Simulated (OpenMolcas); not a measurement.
# SiH4O2 (SMILES O[SiH2]O): the HOMO–LUMO gap, rung by rung

The species is SiH4O2 (7 atoms), meant as a singlet with charge 0. SMILES: `O[SiH2]O`. The coordinates come from a PBE0-D4/def2-TZVP relaxation. This is one conformer, not always the lowest.

Each level gives the HOMO–LUMO gap (eV). The values are calculated.

```tsv
level	kind	program	value (eV)	CPU time
HF/def2-SVPD	Hartree–Fock	OpenMolcas	14.64	11 s
SVWN5/def2-SVPD	LDA	OpenMolcas	6.69	22 s
BLYP/def2-SVPD	GGA	OpenMolcas	6.66	31 s
PBE/def2-SVPD	GGA	OpenMolcas	6.74	29 s
revPBE/def2-SVPD	GGA	OpenMolcas	6.74	32 s
TPSS/def2-SVPD	meta-GGA	OpenMolcas	7.12	39 s
B3LYP/def2-SVPD	global hybrid	OpenMolcas	8.48	31 s
M06-2X/def2-SVPD	hybrid meta-GGA	OpenMolcas	10.73	40 s
```

The values span 6.66 to 14.64 eV. Orbital gaps aren't excitation energies; they tend to grow with the share of exact exchange. CPU times are rough (shared hosts, several kinds of processor and program).
